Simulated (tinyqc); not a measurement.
UHF in the sto-6g basis, for OH+, spin multiplicity 3, step by step (part 2 of 3). Computed by tinyqc, a small Python program that keeps every step (integrals from PySCF). Command: `OMP_NUM_THREADS=1 python tinyqc.py 22457 22458 out.jsonl` (the two numbers bound the seeds that draw the settings). One thread of a shared host (Intel(R) Xeon(R) Processor @ 2.60GHz), about 0.1 s of CPU time with the checks.

Geometry (angstrom):
```
atom         x         y         z
O     0.000000  0.000000  0.000000
H     0.000000  0.000000  1.540000
```

## Iteration 2: diagonalisation and new density

extrapolated F(alpha) (hartree):
```
             1O 1s      1O 2s     1O 2px     1O 2py     1O 2pz      2H 1s
1O 1s   -21.280233  -5.157253   0.000000   0.000000  -0.010368  -0.326537
1O 2s    -5.157253  -2.978985   0.000000   0.000000  -0.054265  -0.474024
1O 2px    0.000000   0.000000  -1.082017   0.000000   0.000000   0.000000
1O 2py    0.000000   0.000000   0.000000  -1.082017   0.000000   0.000000
1O 2pz   -0.010368  -0.054265   0.000000   0.000000  -0.938475  -0.426309
2H 1s    -0.326537  -0.474024   0.000000   0.000000  -0.426309  -0.517760
```

extrapolated F(beta) (hartree):
```
             1O 1s      1O 2s     1O 2px     1O 2py     1O 2pz      2H 1s
1O 1s   -21.225720  -5.075771   0.000000   0.000000  -0.009927  -0.320615
1O 2s    -5.075771  -2.602097   0.000000   0.000000  -0.038146  -0.452949
1O 2px    0.000000   0.000000  -0.149092   0.000000   0.000000   0.000000
1O 2py    0.000000   0.000000   0.000000  -0.149092   0.000000   0.000000
1O 2pz   -0.009927  -0.038146   0.000000   0.000000  -0.784640  -0.446546
2H 1s    -0.320615  -0.452949   0.000000   0.000000  -0.446546  -0.579964
```

X:
```
                1          2          3         4          5         6
1O 1s   -0.533953   0.604136   0.000000  0.000000  -0.497623  0.399680
1O 2s    0.776409  -0.332184   0.000000  0.000000  -0.294576  0.545473
1O 2px   0.000000   0.000000  -0.240384  0.970678   0.000000  0.000000
1O 2py   0.000000   0.000000   0.970678  0.240384   0.000000  0.000000
1O 2pz   0.382888   0.662726   0.000000  0.000000   0.617786  0.263621
2H 1s   -0.657658  -0.496826   0.000000  0.000000   0.415928  0.472947
```

Diagonalise F' = X^T F X, C = X C', fill 5 alpha and 3 beta electrons from the bottom; D(s) = C_occ C_occ^T. Each column has its largest component positive (the first on a tie).

F' = X^T F X (alpha) (hartree):
```
           1          2          3          4          5          6
1  -3.506931   4.261353   0.000000   0.000000  -4.060430   3.386241
2   4.261353  -6.229741   0.000000   0.000000   5.762033  -5.578249
3   0.000000   0.000000  -1.082017   0.000000   0.000000   0.000000
4   0.000000   0.000000   0.000000  -1.082017   0.000000   0.000000
5  -4.060430   5.762033   0.000000   0.000000  -7.429461   6.257979
6   3.386241  -5.578249   0.000000   0.000000   6.257979  -7.207638
```

orbital energies (alpha) (hartree): MO1 -21.283366, MO2 -1.832634, MO3 -1.082017, MO4 -1.082017, MO5 -1.022613, MO6 -0.235158

coefficients C (alpha):
```
              MO1        MO2       MO3        MO4        MO5        MO6
1O 1s    0.996883  -0.247764  0.000000   0.000000   0.031363   0.036223
1O 2s    0.013225   1.014769  0.000000   0.000000  -0.152801  -0.210221
1O 2px   0.000000   0.000000  0.997624  -0.068893   0.000000   0.000000
1O 2py   0.000000   0.000000  0.068893   0.997624   0.000000   0.000000
1O 2pz   0.000791   0.063297  0.000000   0.000000   0.875570  -0.516075
2H 1s   -0.001432   0.047314  0.000000   0.000000   0.344778   0.977196
```

F' = X^T F X (beta) (hartree):
```
           1          2          3          4          5          6
1  -3.333876   4.232500   0.000000   0.000000  -4.075210   3.574293
2   4.232500  -6.138767   0.000000   0.000000   5.854653  -5.583447
3   0.000000   0.000000  -0.149092   0.000000   0.000000   0.000000
4   0.000000   0.000000   0.000000  -0.149092   0.000000   0.000000
5  -4.075210   5.854653   0.000000   0.000000  -7.335571   6.165220
6   3.574293  -5.583447   0.000000   0.000000   6.165220  -7.041688
```

orbital energies (beta) (hartree): MO1 -21.227281, MO2 -1.483487, MO3 -0.934024, MO4 -0.205110, MO5 -0.149092, MO6 -0.149092

coefficients C (beta):
```
              MO1        MO2        MO3        MO4        MO5       MO6
1O 1s    0.997836  -0.239207   0.051155   0.044117   0.000000  0.000000
1O 2s    0.009254   0.989624  -0.244678  -0.241171   0.000000  0.000000
1O 2px   0.000000   0.000000   0.000000   0.000000   0.978539  0.206063
1O 2py   0.000000   0.000000   0.000000   0.000000  -0.206063  0.978539
1O 2pz   0.000671   0.081720   0.794294  -0.631967   0.000000  0.000000
2H 1s   -0.000991   0.126664   0.466228   0.917939   0.000000  0.000000
```

D(alpha) after iteration 2:
```
            1O 1s      1O 2s    1O 2px    1O 2py     1O 2pz      2H 1s
1O 1s    1.056147  -0.243032  0.000000  0.000000   0.012566  -0.002337
1O 2s   -0.243032   1.053280  0.000000  0.000000  -0.069546  -0.004689
1O 2px   0.000000   0.000000  1.000000  0.000000   0.000000   0.000000
1O 2py   0.000000   0.000000  0.000000  1.000000   0.000000   0.000000
1O 2pz   0.012566  -0.069546  0.000000  0.000000   0.770631   0.304872
2H 1s   -0.002337  -0.004689  0.000000  0.000000   0.304872   0.121113
```

D(beta) after iteration 2:
```
            1O 1s      1O 2s    1O 2px    1O 2py     1O 2pz      2H 1s
1O 1s    1.055513  -0.240007  0.000000  0.000000   0.021753  -0.007438
1O 2s   -0.240007   1.039309  0.000000  0.000000  -0.113468   0.011265
1O 2px   0.000000   0.000000  0.000000  0.000000   0.000000   0.000000
1O 2py   0.000000   0.000000  0.000000  0.000000   0.000000   0.000000
1O 2pz   0.021753  -0.113468  0.000000  0.000000   0.637582   0.380672
2H 1s   -0.007438   0.011265  0.000000  0.000000   0.380672   0.233413
```

Within a degenerate level the vectors are fixed only up to a rotation; this is one choice.

## Iteration 3: building the Fock matrix

core Hamiltonian H = T + V (hartree):
```
             1O 1s      1O 2s     1O 2px     1O 2py     1O 2pz      2H 1s
1O 1s   -32.274740  -7.126732   0.000000   0.000000  -0.006345  -0.447365
1O 2s    -7.126732  -8.501240   0.000000   0.000000  -0.075563  -1.204178
1O 2px    0.000000   0.000000  -6.800238   0.000000   0.000000   0.000000
1O 2py    0.000000   0.000000   0.000000  -6.800238   0.000000   0.000000
1O 2pz   -0.006345  -0.075563   0.000000   0.000000  -6.835979  -0.996021
2H 1s    -0.447365  -1.204178   0.000000   0.000000  -0.996021  -3.210716
```

Two-electron integrals (ij|kl) in chemists' order, unique and non-zero (hartree):
```
(11|11) 4.787491   (21|11) 0.675884   (21|21) 0.121505   (22|11) 1.117379
(22|21) 0.249212   (22|22) 0.817383   (31|31) 0.025762   (32|31) 0.039145
(32|32) 0.180664   (33|11) 1.117381   (33|21) 0.249212   (33|22) 0.817382
(33|33) 0.880663   (41|41) 0.025762   (42|41) 0.039145   (42|42) 0.180664
(43|43) 0.047461   (44|11) 1.117381   (44|21) 0.249212   (44|22) 0.817382
(44|33) 0.785741   (44|44) 0.880663   (51|51) 0.025762   (52|51) 0.039145
(52|52) 0.180664   (53|53) 0.047461   (54|54) 0.047461   (55|11) 1.117381
(55|21) 0.249212   (55|22) 0.817382   (55|33) 0.785741   (55|44) 0.785741
(55|55) 0.880663   (61|11) 0.044661   (61|21) 0.007710   (61|22) 0.015516
(61|33) 0.015485   (61|44) 0.015485   (61|51) 0.000377   (61|52) 0.000746
(61|55) 0.015578   (61|61) 0.000498   (62|11) 0.135147   (62|21) 0.030695
(62|22) 0.115021   (62|33) 0.113019   (62|44) 0.113019   (62|51) 0.002455
(62|52) 0.019758   (62|55) 0.119025   (62|61) 0.001966   (62|62) 0.022436
(63|31) 0.003033   (63|32) 0.018234   (63|53) 0.003878   (63|63) 0.002784
(64|41) 0.003033   (64|42) 0.018234   (64|54) 0.003878   (64|64) 0.002784
(65|11) 0.110764   (65|21) 0.025463   (65|22) 0.101469   (65|33) 0.097340
(65|44) 0.097340   (65|51) 0.004692   (65|52) 0.033661   (65|55) 0.109726
(65|61) 0.001688   (65|62) 0.023998   (65|65) 0.028039   (66|11) 0.342410
(66|21) 0.079110   (66|22) 0.339887   (66|33) 0.329888   (66|44) 0.329888
(66|51) 0.006161   (66|52) 0.070766   (66|55) 0.359882   (66|61) 0.005075
(66|62) 0.094401   (66|65) 0.114123   (66|66) 0.774999
```

nuclear repulsion = 2.74897252 hartree

J_ij = sum D_kl (ij|kl) with D = D(alpha) + D(beta), K_ij = sum D_kl (ik|jl) for each spin; F = H + J - K(s); E = tr D H + tr D J / 2 - 0.5 sum_s tr D(s) K(s) + E_nn.

Coulomb J (hartree):
```
            1O 1s     1O 2s    1O 2px    1O 2py     1O 2pz     2H 1s
1O 1s   15.877252  2.743933  0.000000  0.000000  -0.003918  0.176117
1O 2s    2.743933  6.875855  0.000000  0.000000   0.008045  0.949637
1O 2px   0.000000  0.000000  6.853709  0.000000   0.000000  0.000000
1O 2py   0.000000  0.000000  0.000000  6.853709   0.000000  0.000000
1O 2pz  -0.003918  0.008045  0.000000  0.000000   6.920150  0.838015
2H 1s    0.176117  0.949637  0.000000  0.000000   0.838015  2.931331
```

exchange K(alpha) (hartree):
```
           1O 1s      1O 2s    1O 2px    1O 2py     1O 2pz     2H 1s
1O 1s   4.927137   0.784354  0.000000  0.000000   0.000312  0.055744
1O 2s   0.784354   1.382223  0.000000  0.000000  -0.016964  0.210804
1O 2px  0.000000   0.000000  1.165688  0.000000   0.000000  0.000000
1O 2py  0.000000   0.000000  0.000000  1.165688   0.000000  0.000000
1O 2pz  0.000312  -0.016964  0.000000  0.000000   1.042023  0.234008
2H 1s   0.055744   0.210804  0.000000  0.000000   0.234008  0.209621
```

exchange K(beta) (hartree):
```
            1O 1s      1O 2s    1O 2px    1O 2py     1O 2pz     2H 1s
1O 1s    4.871444   0.701166  0.000000  0.000000  -0.000274  0.049532
1O 2s    0.701166   0.995740  0.000000  0.000000  -0.042091  0.186453
1O 2px   0.000000   0.000000  0.230397  0.000000   0.000000  0.000000
1O 2py   0.000000   0.000000  0.000000  0.230397   0.000000  0.000000
1O 2pz  -0.000274  -0.042091  0.000000  0.000000   0.848435  0.248558
2H 1s    0.049532   0.186453  0.000000  0.000000   0.248558  0.305237
```

F(alpha) (hartree):
```
             1O 1s      1O 2s     1O 2px     1O 2py     1O 2pz      2H 1s
1O 1s   -21.324625  -5.167152   0.000000   0.000000  -0.010575  -0.326992
1O 2s    -5.167152  -3.007607   0.000000   0.000000  -0.050554  -0.465345
1O 2px    0.000000   0.000000  -1.112217   0.000000   0.000000   0.000000
1O 2py    0.000000   0.000000   0.000000  -1.112217   0.000000   0.000000
1O 2pz   -0.010575  -0.050554   0.000000   0.000000  -0.957852  -0.392014
2H 1s    -0.326992  -0.465345   0.000000   0.000000  -0.392014  -0.489006
```

F(beta) (hartree):
```
             1O 1s      1O 2s     1O 2px     1O 2py     1O 2pz      2H 1s
1O 1s   -21.268932  -5.083964   0.000000   0.000000  -0.009989  -0.320781
1O 2s    -5.083964  -2.621125   0.000000   0.000000  -0.025427  -0.440994
1O 2px    0.000000   0.000000  -0.176926   0.000000   0.000000   0.000000
1O 2py    0.000000   0.000000   0.000000  -0.176926   0.000000   0.000000
1O 2pz   -0.009989  -0.025427   0.000000   0.000000  -0.764264  -0.406564
2H 1s    -0.320781  -0.440994   0.000000   0.000000  -0.406564  -0.584623
```

total energy of this density = -74.68182671 hartree

## Iteration 3: DIIS over 3 matrices

error matrix X^T (FDS - SDF) X (alpha):
```
          1          2         3         4          5          6
1  0.000000  -0.001236  0.000000  0.000000  -0.021308  -0.021427
2  0.001236   0.000000  0.000000  0.000000  -0.019625  -0.020005
3  0.000000   0.000000  0.000000  0.000000   0.000000   0.000000
4  0.000000   0.000000  0.000000  0.000000   0.000000   0.000000
5  0.021308   0.019625  0.000000  0.000000   0.000000  -0.004654
6  0.021427   0.020005  0.000000  0.000000   0.004654   0.000000
```

B (overlaps of the stored error matrices):
```
                1               2               3
1   1.2253617e-01   5.1833108e-02  -1.4215083e-02
2   5.1833108e-02   2.4433004e-02  -5.4282157e-03
3  -1.4215083e-02  -5.4282157e-03   3.4876233e-03
```

Minimise |sum c_i e_i|^2 with sum c_i = 1: solve [B -1; -1 0][c; lambda] = [0; -1] with B_ij = tr e_i^T e_j summed over both spins, and take F = sum c_i F_i.

DIIS coefficients: 0.048941  0.135313  0.815746

extrapolated F(alpha) (hartree):
```
             1O 1s      1O 2s     1O 2px     1O 2py     1O 2pz      2H 1s
1O 1s   -21.276660  -5.157432   0.000000   0.000000  -0.010032  -0.326303
1O 2s    -5.157432  -2.982717   0.000000   0.000000  -0.053459  -0.459922
1O 2px    0.000000   0.000000  -1.085919   0.000000   0.000000   0.000000
1O 2py    0.000000   0.000000   0.000000  -1.085919   0.000000   0.000000
1O 2pz   -0.010032  -0.053459   0.000000   0.000000  -0.942237  -0.382133
2H 1s    -0.326303  -0.459922   0.000000   0.000000  -0.382133  -0.493616
```

extrapolated F(beta) (hartree):
```
             1O 1s      1O 2s     1O 2px     1O 2py     1O 2pz      2H 1s
1O 1s   -21.221488  -5.074882   0.000000   0.000000  -0.009517  -0.320130
1O 2s    -5.074882  -2.599580   0.000000   0.000000  -0.031625  -0.434614
1O 2px    0.000000   0.000000  -0.151551   0.000000   0.000000   0.000000
1O 2py    0.000000   0.000000   0.000000  -0.151551   0.000000   0.000000
1O 2pz   -0.009517  -0.031625   0.000000   0.000000  -0.761947  -0.394892
2H 1s    -0.320130  -0.434614   0.000000   0.000000  -0.394892  -0.576206
```

## Iteration 3: diagonalisation and new density

As before.

F' = X^T F X (alpha) (hartree):
```
           1          2          3          4          5          6
1  -3.534266   4.238205   0.000000   0.000000  -4.069562   3.376682
2   4.238205  -6.249133   0.000000   0.000000   5.752608  -5.580668
3   0.000000   0.000000  -1.085919   0.000000   0.000000   0.000000
4   0.000000   0.000000   0.000000  -1.085919   0.000000   0.000000
5  -4.069562   5.752608   0.000000   0.000000  -7.407562   6.281293
6   3.376682  -5.580668   0.000000   0.000000   6.281293  -7.184433
```

orbital energies (alpha) (hartree): MO1 -21.279822, MO2 -1.834695, MO3 -1.085919, MO4 -1.085919, MO5 -0.999442, MO6 -0.261435

coefficients C (alpha):
```
              MO1        MO2        MO3       MO4        MO5        MO6
1O 1s    0.996868  -0.248500   0.000000  0.000000   0.027141   0.035003
1O 2s    0.013290   1.018454   0.000000  0.000000  -0.132302  -0.206261
1O 2px   0.000000   0.000000   0.963196  0.268802   0.000000   0.000000
1O 2py   0.000000   0.000000  -0.268802  0.963196   0.000000   0.000000
1O 2pz   0.000782   0.059788   0.000000  0.000000   0.900710  -0.471285
2H 1s   -0.001459   0.033411   0.000000  0.000000   0.296229   0.993556
```

F' = X^T F X (beta) (hartree):
```
           1          2          3          4          5          6
1  -3.367625   4.205053   0.000000   0.000000  -4.071583   3.578600
2   4.205053  -6.157204   0.000000   0.000000   5.858312  -5.576048
3   0.000000   0.000000  -0.151551   0.000000   0.000000   0.000000
4   0.000000   0.000000   0.000000  -0.151551   0.000000   0.000000
5  -4.071583   5.858312   0.000000   0.000000  -7.305507   6.192129
6   3.578600  -5.576048   0.000000   0.000000   6.192129  -7.012973
```

orbital energies (beta) (hartree): MO1 -21.223051, MO2 -1.475152, MO3 -0.886474, MO4 -0.258631, MO5 -0.151551, MO6 -0.151551

coefficients C (beta):
```
              MO1        MO2        MO3        MO4       MO5        MO6
1O 1s    0.997833  -0.241239   0.042159   0.042596  0.000000   0.000000
1O 2s    0.009266   0.999688  -0.206672  -0.235152  0.000000   0.000000
1O 2px   0.000000   0.000000   0.000000   0.000000  0.995376  -0.096060
1O 2py   0.000000   0.000000   0.000000   0.000000  0.096060   0.995376
1O 2pz   0.000655   0.058542   0.803473  -0.622871  0.000000   0.000000
2H 1s   -0.001020   0.102343   0.460510   0.923840  0.000000   0.000000
```

D(alpha) after iteration 3:
```
            1O 1s      1O 2s    1O 2px    1O 2py     1O 2pz      2H 1s
1O 1s    1.056234  -0.243427  0.000000  0.000000   0.010369  -0.001718
1O 2s   -0.243427   1.054929  0.000000  0.000000  -0.058264  -0.005183
1O 2px   0.000000   0.000000  1.000000  0.000000   0.000000   0.000000
1O 2py   0.000000   0.000000  0.000000  1.000000   0.000000   0.000000
1O 2pz   0.010369  -0.058264  0.000000  0.000000   0.814855   0.268813
2H 1s   -0.001718  -0.005183  0.000000  0.000000   0.268813   0.088870
```

D(beta) after iteration 3:
```
            1O 1s      1O 2s    1O 2px    1O 2py     1O 2pz      2H 1s
1O 1s    1.055645  -0.240631  0.000000  0.000000   0.020404  -0.006292
1O 2s   -0.240631   1.042176  0.000000  0.000000  -0.107526   0.007127
1O 2px   0.000000   0.000000  0.000000  0.000000   0.000000   0.000000
1O 2py   0.000000   0.000000  0.000000  0.000000   0.000000   0.000000
1O 2pz   0.020404  -0.107526  0.000000  0.000000   0.648996   0.375998
2H 1s   -0.006292   0.007127  0.000000  0.000000   0.375998   0.222545
```

Within a degenerate level the vectors are fixed only up to a rotation; this is one choice.

## Iteration 4: building the Fock matrix

As before.

Coulomb J (hartree):
```
            1O 1s     1O 2s    1O 2px    1O 2py     1O 2pz     2H 1s
1O 1s   15.919258  2.753083  0.000000  0.000000  -0.003421  0.176698
1O 2s    2.753083  6.900831  0.000000  0.000000   0.008018  0.951183
1O 2px   0.000000  0.000000  6.877710  0.000000   0.000000  0.000000
1O 2py   0.000000  0.000000  0.000000  6.877710   0.000000  0.000000
1O 2pz  -0.003421  0.008018  0.000000  0.000000   6.947075  0.838256
2H 1s    0.176698  0.951183  0.000000  0.000000   0.838256  2.911632
```

exchange K(alpha) (hartree):
```
           1O 1s      1O 2s    1O 2px    1O 2py     1O 2pz     2H 1s
1O 1s   4.928363   0.785952  0.000000  0.000000   0.000324  0.055746
1O 2s   0.785952   1.389150  0.000000  0.000000  -0.012660  0.207185
1O 2px  0.000000   0.000000  1.167672  0.000000   0.000000  0.000000
1O 2py  0.000000   0.000000  0.000000  1.167672   0.000000  0.000000
1O 2pz  0.000324  -0.012660  0.000000  0.000000   1.072394  0.222860
2H 1s   0.055746   0.207185  0.000000  0.000000   0.222860  0.178126
```

exchange K(beta) (hartree):
```
            1O 1s      1O 2s    1O 2px    1O 2py     1O 2pz     2H 1s
1O 1s    4.871905   0.701580  0.000000  0.000000  -0.000196  0.049572
1O 2s    0.701580   0.998541  0.000000  0.000000  -0.037993  0.184949
1O 2px   0.000000   0.000000  0.231201  0.000000   0.000000  0.000000
1O 2py   0.000000   0.000000  0.000000  0.231201   0.000000  0.000000
1O 2pz  -0.000196  -0.037993  0.000000  0.000000   0.857362  0.247308
2H 1s    0.049572   0.184949  0.000000  0.000000   0.247308  0.295641
```

F(alpha) (hartree):
```
             1O 1s      1O 2s     1O 2px     1O 2py     1O 2pz      2H 1s
1O 1s   -21.283845  -5.159601   0.000000   0.000000  -0.010090  -0.326413
1O 2s    -5.159601  -2.989558   0.000000   0.000000  -0.054886  -0.460180
1O 2px    0.000000   0.000000  -1.090200   0.000000   0.000000   0.000000
1O 2py    0.000000   0.000000   0.000000  -1.090200   0.000000   0.000000
1O 2pz   -0.010090  -0.054886   0.000000   0.000000  -0.961297  -0.380625
2H 1s    -0.326413  -0.460180   0.000000   0.000000  -0.380625  -0.477209
```

F(beta) (hartree):
```
             1O 1s      1O 2s     1O 2px     1O 2py     1O 2pz      2H 1s
1O 1s   -21.227386  -5.075229   0.000000   0.000000  -0.009570  -0.320239
1O 2s    -5.075229  -2.598950   0.000000   0.000000  -0.029552  -0.437944
1O 2px    0.000000   0.000000  -0.153728   0.000000   0.000000   0.000000
1O 2py    0.000000   0.000000   0.000000  -0.153728   0.000000   0.000000
1O 2pz   -0.009570  -0.029552   0.000000   0.000000  -0.746265  -0.405073
2H 1s    -0.320239  -0.437944   0.000000   0.000000  -0.405073  -0.594724
```

total energy of this density = -74.68440376 hartree
